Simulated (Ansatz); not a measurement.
## triplet B₂: levels of theory in one basis

```
atom   x (Å)   y (Å)   z (Å)
   B  0.0000  0.0000  0.0000
   B  0.0000  0.0000  2.1800
```

Basis set: def2-SVP (spherical functions). Correlated methods keep 2 orbitals frozen. Correlation on ROHF uses semicanonical orbitals with singles. Charge 0, multiplicity 3.

Computed with Ansatz (development build ahead of 0.2.0); each method stands on the lowest determinant of its kind that the runs found.

```tsv
method	E − E(ROHF) (eV)	<S²> of the determinant
ROHF	0.00	2.00
UHF	-0.28	2.37
ROHF-MP2	-2.65	–
```

Q: What does UHF-MP2 give on the same scale?

A: -2.46 eV.

Q: Is a single determinant a sound starting point here?

A: Only with care. Unrestricted orbitals gain 0.28 eV and <S²> is 2.37 against 2.00 for a pure state, a contamination that matters most for the unrestricted series.

Caution for UHF, UHF-MP2: the unrestricted determinant is spin contaminated. Caution for ROHF-MP2, UHF-MP2: bonds are stretched, where a single reference can fail.
